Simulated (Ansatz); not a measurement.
Born–Oppenheimer molecular dynamics of C2H4N (7 atoms, charge -1, multiplicity 1). It starts at the highest image of a converged band. Of that band: Neighbouring images differ by up to 1.2 eV, so the band resolves the path poorly. A vibrational analysis at the climbing image gives one clearly imaginary mode, 1594i cm⁻¹: a first-order saddle point.

Level of theory: UKS B3LYP-D4/def2-SVP (Ansatz).

```json
{
  "ensemble": "NVE (velocity Verlet)",
  "time step": "0.5 fs",
  "steps asked": "200",
  "starting velocities drawn for": "100 K",
  "seed": "9405"
}
```

Frames 1 fs apart, positions in Å.

Velocities at 65.0 fs (Å/ps):

```
C 4.53 4.32 -7.61
C -0.10 -8.04 -1.87
N -6.77 -0.84 5.48
H -21.27 -23.61 33.05
H -5.09 27.38 11.78
H 40.15 30.27 37.10
H 27.44 22.02 -45.22
```

```xyz
7
Properties=species:S:1:pos:R:3 time_fs=65.0 energy_less_start_eV=-0.626 T=1070
C -0.601 0.713 -0.217
C 0.033 -0.452 0.180
N 1.436 -0.540 0.437
H -1.665 0.818 -0.502
H 0.059 1.530 -0.530
H -0.804 -0.537 1.033
H 1.577 -1.557 0.214
7
Properties=species:S:1:pos:R:3 time_fs=66.0 energy_less_start_eV=-0.579 T=996
C -0.597 0.718 -0.225
C 0.033 -0.459 0.179
N 1.428 -0.541 0.442
H -1.685 0.793 -0.465
H 0.054 1.559 -0.522
H -0.763 -0.519 1.066
H 1.605 -1.534 0.173
7
Properties=species:S:1:pos:R:3 time_fs=67.0 energy_less_start_eV=-0.583 T=1002
C -0.591 0.723 -0.234
C 0.035 -0.465 0.181
N 1.419 -0.543 0.446
H -1.701 0.769 -0.421
H 0.048 1.589 -0.520
H -0.721 -0.523 1.092
H 1.637 -1.510 0.140
7
Properties=species:S:1:pos:R:3 time_fs=68.0 energy_less_start_eV=-0.638 T=1087
C -0.586 0.728 -0.244
C 0.037 -0.467 0.185
N 1.408 -0.545 0.448
H -1.709 0.745 -0.371
H 0.040 1.617 -0.524
H -0.682 -0.549 1.109
H 1.671 -1.488 0.115
7
Properties=species:S:1:pos:R:3 time_fs=69.0 energy_less_start_eV=-0.743 T=1250
C -0.581 0.732 -0.254
C 0.041 -0.467 0.191
N 1.396 -0.547 0.450
H -1.709 0.724 -0.316
H 0.027 1.641 -0.534
H -0.647 -0.596 1.118
H 1.707 -1.468 0.096
7
Properties=species:S:1:pos:R:3 time_fs=70.0 energy_less_start_eV=-0.894 T=1482
C -0.575 0.736 -0.265
C 0.046 -0.464 0.198
N 1.383 -0.549 0.450
H -1.700 0.708 -0.257
H 0.009 1.657 -0.548
H -0.620 -0.663 1.118
H 1.743 -1.451 0.085
7
Properties=species:S:1:pos:R:3 time_fs=71.0 energy_less_start_eV=-1.071 T=1757
C -0.569 0.739 -0.275
C 0.051 -0.458 0.207
N 1.371 -0.552 0.448
H -1.685 0.698 -0.195
H -0.013 1.666 -0.566
H -0.601 -0.748 1.109
H 1.778 -1.435 0.081
7
Properties=species:S:1:pos:R:3 time_fs=72.0 energy_less_start_eV=-1.252 T=2035
C -0.564 0.741 -0.285
C 0.056 -0.449 0.218
N 1.359 -0.555 0.446
H -1.665 0.694 -0.133
H -0.039 1.668 -0.587
H -0.592 -0.848 1.089
H 1.809 -1.420 0.084
7
Properties=species:S:1:pos:R:3 time_fs=73.0 energy_less_start_eV=-1.403 T=2268
C -0.559 0.741 -0.294
C 0.062 -0.437 0.230
N 1.348 -0.559 0.443
H -1.643 0.698 -0.072
H -0.065 1.664 -0.611
H -0.591 -0.958 1.056
H 1.836 -1.405 0.095
7
Properties=species:S:1:pos:R:3 time_fs=74.0 energy_less_start_eV=-1.500 T=2418
C -0.555 0.739 -0.303
C 0.067 -0.422 0.243
N 1.339 -0.562 0.439
H -1.621 0.709 -0.013
H -0.090 1.659 -0.638
H -0.598 -1.072 1.008
H 1.856 -1.392 0.112
7
Properties=species:S:1:pos:R:3 time_fs=75.0 energy_less_start_eV=-1.531 T=2466
C -0.551 0.735 -0.310
C 0.071 -0.407 0.257
N 1.332 -0.566 0.434
H -1.601 0.727 0.043
H -0.110 1.653 -0.668
H -0.610 -1.184 0.944
H 1.870 -1.382 0.135
7
Properties=species:S:1:pos:R:3 time_fs=76.0 energy_less_start_eV=-1.503 T=2424
C -0.549 0.728 -0.316
C 0.075 -0.391 0.272
N 1.328 -0.569 0.428
H -1.583 0.752 0.095
H -0.124 1.649 -0.699
H -0.624 -1.286 0.863
H 1.876 -1.377 0.164
```

Of the whole run (100 fs, mean temperature of the second half 2017 K): The conserved energy stayed within 0.85 meV per atom of its start (net change -0.33 meV per atom), so the integration is sound. The system heated up, since it started high on the potential surface and ran downhill. A run of 0.1 ps of so small a system gives no equilibrium averages. The orbitals stay closed-shell, which can raise the energy where a bond breaks towards radicals; this wasn't checked here. Limits of this set-up: an anion without diffuse functions, the dipole of an ion depends on the origin.

Time of the run: 7.6 min on 1 thread of Arm Neoverse V1 (shared host), peak memory 0.13 GiB.
